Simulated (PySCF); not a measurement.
Compound: C2H4.
Structure used (PBE0-D3(BJ)/def2-TZVP), in Å, numbered top down from 1:
```
atom  x, y, z in Å
C1    -0.283    0.085   -0.597
C2     0.291   -0.095    0.582
H3    -0.553    1.072   -0.954
H4    -0.507   -0.749   -1.254
H5     0.514    0.739    1.239
H6     0.560   -1.083    0.939
```

All values: wB97X-D/pcSseg-2 (PySCF, non-relativistic), on one gas-phase PBE0-D3(BJ)/def2-TZVP geometry that isn't relaxed in the solvent. The solvent is an IEF-PCM continuum (Bondi radii, 1.10 Å for H, scaled by 1.2). Specific hydrogen bonds and non-electrostatic terms are outside this model.

Gas phase at wB97X-D/pcSseg-2: HOMO -9.82 eV, LUMO 1.90 eV, dipole 0.00 D.

Problem. What does the continuum do to the energy, the frontier levels and the dipole at wB97X-D/pcSseg-2 in chloroform?

Solution. 
| solvent | ε | E(solvent) − E(gas) (kcal/mol) | polarisation term (kcal/mol) | distortion of the solute (kcal/mol) | HOMO (eV) | LUMO (eV) | dipole (D) |
| --- | --- | --- | --- | --- | --- | --- | --- |
| chloroform | 4.711 | -0.98 | -1.04 | 0.06 | -9.81 | 1.91 | 0.00 |

The polarisation term is half the interaction of the solute with the surface charges that it induces; the rest is the cost of distorting the solute's density. The sum is the electrostatic part of solvation alone. Charge and dipole vanish, so a point-dipole model would give no lowering at all.

Note: wB97X-D ran without an empirical dispersion term, which enters the total energy and its gradient alone.
